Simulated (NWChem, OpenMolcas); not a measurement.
**How basis sets differ on C2H2F4 (norflurane)**

The species is C2H2F4 (8 atoms), meant as a singlet with charge 0. As SMILES, `FCC(F)(F)F`. The coordinates come from a PBE0-D4/def2-TZVP relaxation.

| atom | x (Å) | y (Å) | z (Å) |
| --- | --- | --- | --- |
| F | -0.2246 | -1.5065 | 0.9152 |
| C | -0.2112 | -0.7378 | -0.2117 |
| C | 0.2112 | 0.6743 | 0.1355 |
| F | 1.4344 | 0.7113 | 0.6624 |
| F | 0.2171 | 1.4118 | -0.9821 |
| F | -0.6246 | 1.2436 | 1.0029 |
| H | 0.5020 | -1.1486 | -0.9301 |
| H | -1.2123 | -0.7051 | -0.6479 |

Quantity: the electronic atomisation energy, in eV. The values are calculated. Electronic energies at fixed atoms, without zero-point motion or spin-orbit coupling.

```
                               level      kind     program  value (eV)  CPU time (all runs)
                       r2SCAN/STO-3G  meta-GGA      NWChem       34.61                5.3 s
                        r2SCAN/3-21G  meta-GGA      NWChem       32.12                7.6 s
                        r2SCAN/6-31G  meta-GGA      NWChem       30.74                9.6 s
 r2SCAN/6-31G* (spherical functions)  meta-GGA      NWChem       33.56                 15 s
r2SCAN/6-31G** (spherical functions)  meta-GGA      NWChem       33.66                 16 s
                      r2SCAN/cc-pVDZ  meta-GGA  OpenMolcas       32.88                 82 s
                     r2SCAN/6-311G**  meta-GGA      NWChem       32.98                 21 s
```

The values span 30.74 to 34.61 eV. Without the sets that lack polarisation functions the rows with a basis span only 32.88 to 33.66 eV. Times are those of the runs behind each value, whatever else they computed, on shared processors of several kinds: orders of magnitude only.
